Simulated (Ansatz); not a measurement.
Born–Oppenheimer molecular dynamics of ClFH4Si (7 atoms, charge 0, multiplicity 1). It starts at the highest image of a converged band. Of that band: Neighbouring images differ by up to 2.6 eV, so the band resolves the path poorly. A vibrational analysis at the climbing image gives one clearly imaginary mode, 1303i cm⁻¹: a first-order saddle point.

These are results of Ansatz 0.2.0, RKS B3LYP-D4/def2-mTZVP, not measurements.

```
ensemble                      : NVE (velocity Verlet)
time step                     : 0.5 fs
steps asked                   : 200
starting velocities drawn for : 300 K
seed                          : 3139
```

First frame:

```xyz
7
Properties=species:S:1:pos:R:3
Si -0.374 -0.003 0.252
H 0.974 -1.019 -0.051
H -0.504 -0.773 1.510
H -1.479 -0.373 -0.639
Cl -0.398 1.928 1.009
H 1.107 -0.375 -0.797
F 0.674 0.616 -1.283
```

Problem. What does the run give?

Solution. The run went to its last step.

| Quantity | Value |
| --- | --- |
| steps done | 200 |
| time covered | 100 fs |
| mean temperature over the second half | 2485 K |
| spread of the potential energy over the second half | 6.4 meV per atom |
| mean potential energy of the second half above the start | -201.7 meV per atom |

The conserved energy stayed within 0.13 meV per atom of its start (net change -0.068 meV per atom), so the integration is sound. The system heated up, since it started high on the potential surface and ran downhill. A run of 0.1 ps of so small a system gives no equilibrium averages. The orbitals stay closed-shell, which can raise the energy where a bond breaks towards radicals; this wasn't checked here.

Problem. What happens to the structure?

Solution. The step under study would form Si1–F7, H2–H6 and break Si1–H2, H6–F7. These pairs go: Si1–F7 1.96 → 4.85 Å, H2–H6 0.99 → 4.58 Å, Si1–H2 1.71 → 1.51 Å, H6–F7 1.19 → 0.92 Å. In the last frame they stand as before the step (other bonds may differ from the relaxed reactants and products). It ends as ClH3Si + FH. Pairs count as bonded within 1.25 times the sum of covalent radii (0.12 Å more for H–H). This is one draw of velocities; another would differ in detail.

Problem. How do temperature and energy run in time?

Solution. 
```tsv
time (fs)	T (K)	potential energy less start (eV)	conserved less start (meV/atom)
0.0	300	0.000	0.00
8.0	186	0.074	0.03
16.0	191	0.071	0.03
24.0	477	-0.114	0.07
32.0	1357	-0.684	-0.07
40.0	1886	-1.025	-0.04
48.0	2195	-1.225	-0.02
56.0	2462	-1.397	0.02
64.0	2438	-1.382	0.07
72.0	2495	-1.418	0.05
80.0	2465	-1.399	0.08
88.0	2478	-1.407	0.04
96.0	2469	-1.402	0.00
```

Run time: 3.6 min on 2 threads of Arm Neoverse V2 (shared host), peak memory 0.16 GiB.
